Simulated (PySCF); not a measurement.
Isomers of [C5H12P]+ (charge +1), mass 103.068 u with the commonest isotopes. Theory: PBE0-D3(BJ)/def2-SVP geometry optimisation, gas phase (PySCF). One conformer each, none proved a minimum here; rigid rotors.

Question: Order these by rotational constant A, smallest first.
A. `[CH3:1]/[CH:2]=[CH:3]/[PH2+:4][CH2:5][CH3:6]` (charge +1) with C2–C3–P4–C5 -121°, C3–P4–C5–C6 -178°
B. `[CH3:1][PH+:2]([CH3:3])[CH:4]1[CH2:5][CH2:6]1` (charge +1) with C1–P2–C4–C5 151°
C. `C[C@@H]1C[P+]1(C)C`
D. `[CH2:1]=[CH:2][CH2:3][PH+:4]([CH3:5])[CH3:6]` (charge +1) with C1–C2–C3–P4 106°, C2–C3–P4–C5 174°

Answer: C (3982 MHz), B (4573 MHz), D (5125 MHz), A (10965 MHz).

Question: Order these by radius of gyration √(Σ m r²/M), largest first.
A. `[CH3:1]/[CH:2]=[CH:3]/[PH2+:4][CH2:5][CH3:6]` (charge +1) with C2–C3–P4–C5 -121°, C3–P4–C5–C6 -178°
B. `C[C@@H]1C[P+]1(C)C`
C. `[CH2:1]=[CH:2][CH2:3][PH+:4]([CH3:5])[CH3:6]` (charge +1) with C1–C2–C3–P4 106°, C2–C3–P4–C5 174°
D. `[CH3:1][PH+:2]([CH3:3])[CH:4]1[CH2:5][CH2:6]1` (charge +1) with C1–P2–C4–C5 151°

Answer: A (2.267 Å), C (1.933 Å), D (1.830 Å), B (1.749 Å).

Question: Order these by rotational constant B, smallest first.
A. `[CH3:1][PH+:2]([CH3:3])[CH:4]1[CH2:5][CH2:6]1` (charge +1) with C1–P2–C4–C5 151°
B. `[CH2:1]=[CH:2][CH2:3][PH+:4]([CH3:5])[CH3:6]` (charge +1) with C1–C2–C3–P4 106°, C2–C3–P4–C5 174°
C. `[CH3:1]/[CH:2]=[CH:3]/[PH2+:4][CH2:5][CH3:6]` (charge +1) with C2–C3–P4–C5 -121°, C3–P4–C5–C6 -178°
D. `[P+]1(C[C@H]1C)(C)C`

Answer: C (1010 MHz), B (1650 MHz), A (2001 MHz), D (2219 MHz).

```tsv
SMILES	point group	Ia (u·Å²)	Ib (u·Å²)	Ic (u·Å²)	κ	μa (D)	μb (D)	μc (D)
C/C=C/[PH2+]CC	C1	46.09	500.13	512.91	-0.99	0.57	0.65	0.20
C[PH+](C)C1CC1	Cs	110.52	252.62	327.48	-0.70	2.04	0.00	0.12
C[C@@H]1C[P+]1(C)C	C1	126.91	227.70	275.99	-0.64	1.53	0.17	0.02
C=CC[PH+](C)C	C1	98.60	306.35	365.01	-0.86	2.82	0.31	0.03
```
